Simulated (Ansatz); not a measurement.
System: Cu₂CdSnS₄ (I-42m, No. 121; cell taken from a computed entry). Method: LDA (Ansatz, a first-principles code, PAW).

Settings: plane-wave cutoff 520 eV, 14×14×14 k mesh, Fermi–Dirac smearing 0.05 eV, no spin polarisation, scalar-relativistic PAW data made under PBE.

Cell (relaxed with PBEsol):

```
CdCu2SnS4
1.0
   -2.76433     2.76433     5.41590
    2.76433    -2.76433     5.41590
    2.76433     2.76433    -5.41590
Cd Cu Sn S
1 2 1 4
Direct
  0.00000   0.00000   0.00000
  0.75000   0.25000   0.50000
  0.25000   0.75000   0.50000
  0.50000   0.50000   0.00000
  0.39776   0.88533   0.00000
  0.11467   0.11467   0.51244
  0.88533   0.39776   0.00000
  0.60224   0.60224   0.48756
```

### Question
Predict the band gap and smallest direct gap on the k points sampled.

### Answer

- band gap = 0.03 eV (under three smearing widths, so not firm)
- smallest direct gap on the k points sampled = 0.04 eV (under three smearing widths, so not firm)

Note: cell and atoms aren't relaxed at this level (largest force component 0.03 eV/Å, pressure -2.4 GPa).

Spin–orbit coupling is not included; it can close the smallest gap of 0.03 eV.

Computed values are for the static lattice.

Cost on a shared machine: around 6 core-minutes (rough).
